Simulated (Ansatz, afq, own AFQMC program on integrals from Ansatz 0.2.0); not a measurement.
# HBrF, doublet in cc-pVTZ, levels against CCSDT(Q)

```xyz
3

Br    0.0000    0.0000   -1.3727
H     0.0000    0.0000    0.1313
F     0.0000    0.0000    1.2413
```

Connectivity, by distances: BrH ··· F.

Basis cc-pVTZ. Noble-gas cores (and the filled d shells of Ga–Kr and In–Xe) are frozen. Integrals, coupled cluster, full CI and functionals: Ansatz 0.2.0; the random walks run on the same integrals in our own AFQMC program. ph-AFQMC/CISD is guided by a CISD state made of CCSD amplitudes; releasing the constraint for a short imaginary time cuts its bias at the price of noise, slowly where states lie close. Error bars are statistical, one sigma. No spin–orbit coupling.

Determinant: UHF, the one that the program's search chose, which needn't be the lowest solution. The geometry is a point of a scan.

No full CI on the walks' own integrals is used here; CCSDT(Q) serves as the reference and is uncertain by about the last step of the cluster series.

Cautions: no relativity below Rb; no spin-orbit coupling; inner d shell frozen; the search met a lower determinant of the same kind, perhaps of another symmetry (27 meV lower); unrestricted determinant slightly spin contaminated (⟨S²⟩ 0.80 against 0.75).

```
T1 diagnostic                               : 0.0195
weight of the determinant in the CISD state : 0.873
⟨S²⟩ of the determinant                     : 0.803
size of the correlated space                : 15 electrons in 72 orbitals
```

Reference: CCSDT(Q), correlation energy -12.484 eV. The released energy is read at 1.50 1/Eh (meV from the phaseless value at times in 1/Eh: -14 ± 6 at 0.24, -21 ± 9 at 0.51, -31 ± 8 at 0.99, -30 ± 7 at 1.50).

```tsv
level	E − E(reference) (kcal/mol)	share of correlation (%)
HF	287.89	0.00
MP2	25.86	91.02
CCSD	9.71	96.63
CCSD(T)	0.94	99.67
CCSDT	0.44	99.85
ph-AFQMC/HF	3.68 ± 0.69	98.72
ph-AFQMC/CISD	0.67 ± 0.14	99.77
released AFQMC	-0.02 ± 0.17	100.01
```

A walk keeps the symmetry of its determinant, which the program's search chose and which needn't be the lowest solution, so a lower state of the same spin and another symmetry isn't excluded. Released energies are given only where the last usable release times agree within the noise; a slower fall can still hide under it.
